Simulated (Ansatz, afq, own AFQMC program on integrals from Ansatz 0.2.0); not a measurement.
# AlH₂O (doublet): quantum Monte Carlo beside coupled cluster at distance Al1–O2 = 1.562 Å, cc-pVDZ

Aim: compute AlH₂O (doublet) with auxiliary-field quantum Monte Carlo on the same integrals as coupled cluster, and set the energies side by side.

The runs use Ansatz 0.2.0, Gaussian basis, and an in-house AFQMC program (afq) on its integrals; all values are calculated; cc-pVDZ, frozen cores.

Plan: PBE (unrestricted); r2SCAN (unrestricted); PBE0 (unrestricted); B3LYP (unrestricted); wB97M-V (unrestricted); B2PLYP (unrestricted); CCSD(T) on UHF; CCSDT(Q) on UHF; Phaseless AFQMC, CISD trial on UHF.

## (1) What is computed

The geometry derives from a PBE0/def2-TZVP stationary point (not a proven minimum). One bond is set to the value named and the two fragments are kept rigid.

4 atoms, charge 0, spin multiplicity 2.

Atoms are counted from 1 here; the program's logs count them from 0.

Bond lengths: Al1–O2 1.562 Å, Al1–H3 1.613 Å, O2–H4 0.957 Å. Angles: O2–Al1–H3 118.4°, Al1–O2–H4 124.9°.

## (2) PBE (unrestricted)

Contents of in.yaml:

```yaml
crystal:
  periodic: [false, false, false]
  atoms:
    - {symbol: Al, position_ang: [0.000000, -0.076597, 0.582504]}
    - {symbol: O, position_ang: [0.000000, -0.003787, -0.977799]}
    - {symbol: H, position_ang: [0.000000, 1.304428, 1.415388]}
    - {symbol: H, position_ang: [0.000000, 0.806098, -1.487470]}
basis:
  gaussian: {orbitals: cc-pVDZ}
magnetization: {spin_polarized: true, initial_magnetization: 1}
hamiltonian: {xc: {name: PBE}}
output: {orbitals: {seedname: orbitals}}
```

Command:

```console
$ ansatz run in.yaml --threads 1 --pin off --events-out ev --progress --plain --max-ram 1382MiB
```

Output:

```text
Functional definition: PBE
  name "PBE"
  cite "Perdew, Burke & Ernzerhof, Phys. Rev. Lett. 77, 3865 (1996) doi:10.1103/PhysRevLett.77.3865"
  parent pbe
  parameter kappa = 0.804
  parameter beta = 0.06672455060314922
  exchange = pbe_x(kappa = kappa, mu = beta*pi^2/3)
  correlation = pbe_c(beta = beta)
504 factors; their error is unknown
mean field evaluation 1: about -8662.8081 eV, gradient 4.4e1 eV
mean field evaluation 2: about -8584.9666 eV, gradient 1.2e2 eV
mean field evaluation 4: about -8669.5504 eV, gradient 4.3e0 eV
mean field evaluation 8: about -8669.7068 eV, gradient 5.0e-2 eV
mean field evaluation 16: about -8669.7068 eV, gradient 1.3e-5 eV
mean field -8669.70684820 eV, -318.6058501330 hartree, gradient 1.3e-5 eV, S^2 0.752184; 0 other end points of the search recorded, 0 dependent functions left out
reference -8669.70688295 eV, -318.6058514099 hartree; 12, 11 occupied and 30, 31 virtual orbitals, 504 factors
Total energy: -8669.70688295 eV, -318.6058514099 hartree
```

Wall time 0.72 s (1 thread of Arm Neoverse V2, shared host).

From the report: ⟨S²⟩ of the determinant 0.752 (pure doublet: 0.75).

## (3) r2SCAN (unrestricted)

Changes to in.yaml since step 2:

```diff
@@ -10,3 +10,2 @@
 magnetization: {spin_polarized: true, initial_magnetization: 1}
-hamiltonian: {xc: {name: PBE}}
-output: {orbitals: {seedname: orbitals}}
+hamiltonian: {xc: {name: r2SCAN}}
```

The command is unchanged.

Output:

```text
Functional definition: r2SCAN
  name "r2SCAN"
  cite "Furness, Kaplan, Ning, Perdew & Sun, J. Phys. Chem. Lett. 11, 8208 (2020) doi:10.1021/acs.jpclett.0c02405"
  cite "Furness, Kaplan, Ning, Perdew & Sun, J. Phys. Chem. Lett. 11, 9248 (2020) doi:10.1021/acs.jpclett.0c03077"
  parent r2scan
  parameter k0 = 0.174
  parameter k1 = 0.065
  parameter a1 = 4.9479
  exchange = r2scan_x(k0 = k0, k1 = k1, a1 = a1)
  correlation = r2scan_c
504 factors; their error is unknown
mean field evaluation 1: about -8668.2072 eV, gradient 4.0e1 eV
mean field evaluation 2: about -8615.9890 eV, gradient 1.1e2 eV
mean field evaluation 4: about -8674.0493 eV, gradient 2.4e0 eV
mean field evaluation 8: about -8674.0995 eV, gradient 3.9e-2 eV
mean field evaluation 16: about -8674.0689 eV, gradient 3.1e-5 eV
mean field -8674.06885381 eV, -318.7661508825 hartree, gradient 3.1e-5 eV, S^2 0.754065; 0 other end points of the search recorded, 0 dependent functions left out
reference -8674.06886790 eV, -318.7661514002 hartree; 12, 11 occupied and 30, 31 virtual orbitals, 504 factors
Total energy: -8674.06886790 eV, -318.7661514002 hartree
```

Wall time 1.9 s (1 thread of Arm Neoverse V2, shared host).

From the report: ⟨S²⟩ of the determinant 0.754 (pure doublet: 0.75).

## (4) PBE0 (unrestricted)

Changes to in.yaml since step 3:

```diff
@@ -10,2 +10,3 @@
 magnetization: {spin_polarized: true, initial_magnetization: 1}
-hamiltonian: {xc: {name: r2SCAN}}
+hamiltonian: {xc: {name: PBE0}}
+output: {orbitals: {seedname: orbitals}}
```

The command is unchanged.

Output:

```text
Functional definition: PBE0
  name "PBE0"
  cite "Adamo & Barone, J. Chem. Phys. 110, 6158 (1999) doi:10.1063/1.478522"
  cite "Perdew, Burke & Ernzerhof, Phys. Rev. Lett. 77, 3865 (1996) doi:10.1103/PhysRevLett.77.3865"
  parent pbe
  parameter a = 0.25
  parameter kappa = 0.804
  parameter beta = 0.06672455060314922
  exchange = (1 - a)*pbe_x(kappa = kappa, mu = beta*pi^2/3) + a*exact_x
  correlation = pbe_c(beta = beta)
395 factors; integrals over basis functions are off by at most 1.4e-3 eV
mean field evaluation 1: about -8665.3193 eV, gradient 3.8e1 eV
mean field evaluation 2: about -8649.7818 eV, gradient 7.2e1 eV
mean field evaluation 4: about -8670.3866 eV, gradient 8.1e-1 eV
mean field evaluation 8: about -8670.4520 eV, gradient 3.5e-2 eV
mean field evaluation 16: about -8670.4520 eV, gradient 3.5e-5 eV
mean field -8670.45200191 eV, -318.6332340268 hartree, gradient 3.5e-5 eV, S^2 0.752861; 0 other end points of the search recorded, 0 dependent functions left out
reference -8670.45202831 eV, -318.6332349970 hartree; 12, 11 occupied and 30, 31 virtual orbitals, 395 factors
Total energy: -8670.45202831 eV, -318.6332349970 hartree
```

Run time: 1 s. Hardware: 1 thread of Arm Neoverse V2, shared host.

From the report: ⟨S²⟩ of the determinant 0.753 (pure doublet: 0.75).

## (5) B3LYP (unrestricted)

Changes to in.yaml since step 4:

```diff
@@ -10,3 +10,2 @@
 magnetization: {spin_polarized: true, initial_magnetization: 1}
-hamiltonian: {xc: {name: PBE0}}
-output: {orbitals: {seedname: orbitals}}
+hamiltonian: {xc: {name: B3LYP}}
```

Same command.

Output (excerpt; [...] marks lines left out):

```text
Functional definition: B3LYP
  name "B3LYP"
  cite "Stephens, Devlin, Chabalowski & Frisch, J. Phys. Chem. 98, 11623 (1994) doi:10.1021/j100096a001"
  cite "Becke, Phys. Rev. A 38, 3098 (1988) doi:10.1103/PhysRevA.38.3098"
  cite "Lee, Yang & Parr, Phys. Rev. B 37, 785 (1988) doi:10.1103/PhysRevB.37.785"
  cite "Vosko, Wilk & Nusair, Can. J. Phys. 58, 1200 (1980) doi:10.1139/p80-159"
[...]
395 factors; integrals over basis functions are off by at most 1.4e-3 eV
[...]
mean field -8676.40668261 eV, -318.8520645063 hartree, gradient 6.0e-5 eV, S^2 0.752675; 0 other end points of the search recorded, 0 dependent functions left out
reference -8676.40687793 eV, -318.8520716840 hartree; 12, 11 occupied and 30, 31 virtual orbitals, 395 factors
Total energy: -8676.40687793 eV, -318.8520716840 hartree
```

It took 0.96 s on 1 thread of Arm Neoverse V2, shared host.

From the report: ⟨S²⟩ of the determinant 0.753 (pure doublet: 0.75).

## (6) wB97M-V (unrestricted)

Changes to in.yaml since step 5:

```diff
@@ -10,2 +10,3 @@
 magnetization: {spin_polarized: true, initial_magnetization: 1}
-hamiltonian: {xc: {name: B3LYP}}
+hamiltonian: {xc: {name: wB97M-V}}
+output: {orbitals: {seedname: orbitals}}
```

Launched as before.

Output (excerpt; [...] marks lines left out):

```text
Functional definition: wB97M-V
  name "wB97M-V"
  cite "Mardirossian & Head-Gordon, J. Chem. Phys. 144, 214110 (2016) doi:10.1063/1.4952647"
  cite "Becke, J. Chem. Phys. 107, 8554 (1997) doi:10.1063/1.475007"
  cite "Vydrov & Van Voorhis, J. Chem. Phys. 133, 244103 (2010) doi:10.1063/1.3521275"
  # Of w^i u^j: cxij and so on, Table III.
[...]
  gx(w, u) = 1 - cx + cx01*u + cx10*w
  gss(w, u) = css00 + css04*u^4 + css10*w + css20*w^2 + css43*w^4*u^3
  gos(w, u) = cos00 + cos10*w + (cos20 + cos21*u)*w^2 + (cos60 + cos61*u)*w^6
[...]
      + integral(e_c_pw_mod_opposite_spin*gos(b97_w_opposite, b97_u_opposite)) + vv10(b, c)
395 factors; integrals over basis functions are off by at most 1.4e-3 eV
131 factors; integrals over basis functions are off by at most 1.7e-5 eV
[...]
mean field -8674.53431184 eV, -318.7832561496 hartree, gradient 5.5e-6 eV, S^2 0.751804; 0 other end points of the search recorded, 0 dependent functions left out
reference -8674.53435073 eV, -318.7832575788 hartree; 12, 11 occupied and 30, 31 virtual orbitals, 395 factors
Total energy: -8674.53435073 eV, -318.7832575788 hartree
```

Run time: 4.2 s. Hardware: 1 thread of Arm Neoverse V2, shared host.

From the report: ⟨S²⟩ of the determinant 0.752 (pure doublet: 0.75).

## (7) B2PLYP (unrestricted)

Changes to in.yaml since step 6:

```diff
@@ -10,3 +10,3 @@
 magnetization: {spin_polarized: true, initial_magnetization: 1}
-hamiltonian: {xc: {name: wB97M-V}}
-output: {orbitals: {seedname: orbitals}}
+hamiltonian: {xc: {name: B2PLYP}}
+correlation: {electrons: outside_noble_gas}
```

Same command.

Output (excerpt; [...] marks lines left out):

```text
Functional definition: B2PLYP
  name "B2PLYP"
  cite "Grimme, J. Chem. Phys. 124, 034108 (2006) doi:10.1063/1.2148954"
  cite "Becke, Phys. Rev. A 38, 3098 (1988) doi:10.1103/PhysRevA.38.3098"
  cite "Lee, Yang & Parr, Phys. Rev. B 37, 785 (1988) doi:10.1103/PhysRevB.37.785"
[...]
395 factors; integrals over basis functions are off by at most 1.4e-3 eV
[...]
mean field -8668.63572617 eV, -318.5664871244 hartree, gradient 8.1e-6 eV, S^2 0.754293; 0 other end points of the search recorded, 0 dependent functions left out
6 core orbitals not correlated: weight in the atoms' cores, before any rotation towards them, 1.000 or more for the frozen orbitals, at most 0.000 for the correlated occupied ones
reference -8668.63584983 eV, -318.5664916689 hartree; 6, 5 occupied and 30, 31 virtual orbitals, 395 factors
second order -7.87017297 eV of doubles, -0.00000000 eV of singles
Total energy: -8670.76079653 eV, -318.6445820199 hartree
```

It took 1 s on 1 thread of Arm Neoverse V2, shared host.

From the report: ⟨S²⟩ of the determinant 0.754 (pure doublet: 0.75).

## (8) CCSD(T) on UHF

Changes to in.yaml since step 7:

```diff
@@ -10,3 +10,2 @@
 magnetization: {spin_polarized: true, initial_magnetization: 1}
-hamiltonian: {xc: {name: B2PLYP}}
-correlation: {electrons: outside_noble_gas}
+correlation: {method: ccsd_t, electrons: outside_noble_gas, hamiltonian_folder: ham}
```

Same command.

Output (excerpt; [...] marks lines left out):

```text
Functional definition: HF
  name "HF"
  cite "Fock, Z. Phys. 61, 126 (1930) doi:10.1007/BF01340294"
  parent pbe
[...]
395 factors; integrals over basis functions are off by at most 1.4e-3 eV
[...]
mean field -8651.57124103 eV, -317.9393788624 hartree, gradient 2.0e-6 eV, S^2 0.755606; 1 other end points of the search recorded, 0 dependent functions left out
determinant -8651.57124103 eV, -317.9393788624 hartree, with singles and doubles -8658.44338716 eV, -318.1919255745 hartree
determinant -8648.59756588 eV, -317.8300983160 hartree, with singles and doubles -8655.55002895 eV, -318.0855966212 hartree
6 core orbitals not correlated: weight in the atoms' cores, before any rotation towards them, 1.000 or more for the frozen orbitals, at most 0.000 for the correlated occupied ones
reference -8651.57124103 eV, -317.9393788624 hartree; 6, 5 occupied and 30, 31 virtual orbitals, 395 factors
second order -6.44974340 eV of doubles, -0.00000000 eV of singles
cycle   1  -6.87257802 eV  change   -4.3e-4 eV  update   8.4e-4
[...]
cycle   7  -6.87275551 eV  change    2.5e-6 eV  update   2.1e-6
perturbative correction -0.13208081 eV, -0.0048538803 hartree
Total energy: -8658.57607736 eV, -318.1968018492 hartree
```

Run time: 1.1 s. Hardware: 1 thread of Arm Neoverse V2, shared host.

From the report: ⟨S²⟩ of the determinant 0.756 (pure doublet: 0.75); correlation -7.0048 eV; T1 0.016; largest double amplitude 0.04.

This run also writes the integrals to the folder ham.

## (9) CCSDT(Q) on UHF

Changes to in.yaml since step 8:

```diff
@@ -10,2 +10,2 @@
 magnetization: {spin_polarized: true, initial_magnetization: 1}
-correlation: {method: ccsd_t, electrons: outside_noble_gas, hamiltonian_folder: ham}
+correlation: {method: ccsdt_q, electrons: outside_noble_gas}
```

Same command.

Output (excerpt; [...] marks lines left out):

```text
Functional definition: HF
  name "HF"
  cite "Fock, Z. Phys. 61, 126 (1930) doi:10.1007/BF01340294"
  parent pbe
[...]
759 factors; integrals over basis functions are off by at most 1.7e-7 eV
[...]
mean field -8651.57141127 eV, -317.9393851186 hartree, gradient 2.0e-6 eV, S^2 0.755606; 1 other end points of the search recorded, 0 dependent functions left out
determinant -8651.57141127 eV, -317.9393851186 hartree, with singles and doubles -8658.44356289 eV, -318.1919320325 hartree
determinant -8648.59775415 eV, -317.8301052350 hartree, with singles and doubles -8655.55021733 eV, -318.0856035441 hartree
6 core orbitals not correlated: weight in the atoms' cores, before any rotation towards them, 1.000 or more for the frozen orbitals, at most 0.000 for the correlated occupied ones
reference -8651.57141127 eV, -317.9393851186 hartree; 6, 5 occupied and 30, 31 virtual orbitals, 759 factors
second order -6.44978087 eV of doubles, -0.00000000 eV of singles
cycle   1  -6.62843495 eV  change   -1.8e-1 eV  update   7.4e-2
[...]
cycle  16  -7.01782438 eV  change   -4.0e-7 eV  update   7.0e-7
perturbative correction -0.01750353 eV, -0.0006432429 hartree
Total energy: -8658.60673919 eV, -318.1979286507 hartree
```

Run time: 15 s. Hardware: 1 thread of Arm Neoverse V2, shared host; peak memory 0.33 GiB.

From the report: ⟨S²⟩ of the determinant 0.756 (pure doublet: 0.75); correlation -7.0353 eV; T1 0.017; largest double amplitude 0.04.

## (10) Phaseless AFQMC, CISD trial on UHF

It reads the integrals that the CCSD(T) run on this determinant wrote.

Command:

```console
$ afq ham --method phaseless --trial cisd --walkers 60 --populations 1 --least-time 40 --time-step 0.005 --steps-per-block 50 --equilibration-blocks 28 --max-blocks 300 --target-error 0.0004 --factor-cut 1e-05 --start spin_pure --seed 7899 --release-times 0.24,0.51,0.99,1.62,2.4 --release-step 0.03 --release-every 4 --taylor-order 6
```

Output:

```text
orbitals 36  electrons 6 5  factors 272 of 395
reference energy -317.93937886 Eh
CCSD correlation -0.25256900 Eh in 11 cycles, weight of the determinant in the CISD state 0.9123
energy of the start -318.191810 Eh
 block  time / (1/Eh)  mean weight  energy / Eh
     1     0.250  1.0010  -318.190301
     2     0.500  0.9977  -318.192380
     3     0.750  0.9973  -318.200802
     4     1.000  0.9972  -318.194286
     5     1.250  1.0009  -318.193433
     6     1.500  0.9986  -318.194287
     7     1.750  1.0000  -318.192903
     8     2.000  0.9990  -318.193674
     9     2.250  1.0001  -318.198428
    10     2.500  1.0001  -318.194979
    17     4.250  0.9981  -318.196885
    25     6.250  0.9999  -318.196199
    33     8.250  1.0017  -318.202524
    41    10.250  1.0017  -318.201143
    49    12.250  0.9976  -318.193814
    57    14.250  0.9988  -318.204145
    65    16.250  1.0001  -318.194107
    73    18.250  1.0011  -318.208974
    81    20.250  1.0003  -318.193791
    89    22.250  1.0004  -318.197858
    97    24.250  1.0018  -318.202313
   105    26.250  1.0021  -318.193798
   113    28.250  0.9992  -318.200083
   121    30.250  0.9997  -318.200499
   129    32.250  1.0020  -318.195970
   137    34.250  0.9999  -318.196329
   145    36.250  1.0008  -318.204833
   153    38.250  0.9990  -318.197137
   161    40.250  0.9956  -318.195467
   169    42.250  0.9982  -318.198270
   177    44.250  0.9989  -318.194902
   185    46.250  0.9992  -318.202176
   193    48.250  1.0019  -318.197458
   201    50.250  0.9977  -318.197534
   209    52.250  0.9960  -318.195563
   217    54.250  0.9965  -318.205900
   225    56.250  1.0023  -318.198856
   233    58.250  1.0018  -318.194139
   241    60.250  1.0002  -318.192367
   249    62.250  0.9983  -318.195790
   257    64.250  1.0008  -318.191654
   265    66.250  1.0030  -318.196420
   273    68.250  1.0024  -318.197428
   281    70.250  0.9975  -318.212315
   289    72.250  1.0002  -318.193596
   297    74.250  1.0030  -318.192485
   305    76.250  0.9998  -318.195624
   313    78.250  1.0017  -318.194875
   321    80.250  0.9996  -318.195100
blocks merged  error / Eh  count
     1  0.000284  300
     2  0.000338  150
     4  0.000375  75
     8  0.000429  37
    16  0.000441  18
    32  0.000437  9
released: time / (1/Eh)  energy / Eh  error  mean overlap
  0.24  -318.197425  0.000351  0.9973
  0.51  -318.197632  0.000437  1.0016
  0.99  -318.198032  0.000378  1.0057
  1.62  -318.197645  0.000339  1.0319
  2.40  -318.197515  0.000509  1.0417
energy -318.197854 +/- 0.000441 Eh
```

Run time: 5.8 min. Hardware: 1 thread of Arm Neoverse V2, shared host.

Energy -8658.6047 ± 0.0120 eV. Caveats: constraint bias not in the error.

## (11) AFQMC on the ladder

On the UHF determinant, counted from CCSDT(Q) (a yardstick, not exact):

```csv
level,energy (eV),from CCSDT(Q) (kcal/mol),statistical error (kcal/mol),time
HF,-8651.5712,+162.24,,
MP2,-8658.0210,+13.51,,
CCSD,-8658.4440,+3.75,,
CCSD(T),-8658.5761,+0.71,,
CCSDT(Q),-8658.6067,0.00,,
"Phaseless AFQMC, CISD trial, step 0.005, 60 walkers",-8658.6047,+0.05,0.28,5.8 min
```

The functionals' totals stand on their own zeros and serve differences with other points: PBE -8669.707 eV; r2SCAN -8674.069 eV; PBE0 -8670.452 eV; B3LYP -8676.407 eV; wB97M-V -8674.534 eV; B2PLYP -8670.761 eV.

## (12) What came out

| quantity | value |
| --- | --- |
| CCSD(T) on UHF from CCSDT(Q) | +0.71 kcal/mol |
| Phaseless AFQMC, CISD trial on UHF from CCSDT(Q) | +0.05 ± 0.28 kcal/mol |

In words: On UHF the phaseless walk with the CISD trial lies +0.05 kcal/mol from CCSDT(Q), within three error bars. Error bars are statistical and leave out the constraint, the time step and what remains of the start.
